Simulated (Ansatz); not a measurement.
Harmonic frequencies (cm⁻¹) at PBE0-D4/def2-TZVP from Ansatz: 180, 203, 265, 472, 546, 621, 632, 744, 829, 952, 1037, 1099, 1316, 1379, 1519, 1636, 2106, 3106, 3175, 3545, 3665.

Each molecule was computed in one conformer, which needn't be the lowest.

(1) Which molecule is it?
A. `FC1=CCN1`
B. `C=C=C(N)F`
C. `CC1(F)C=N1`
D. `C=CC(=N)F`

## Answers

(1) B.
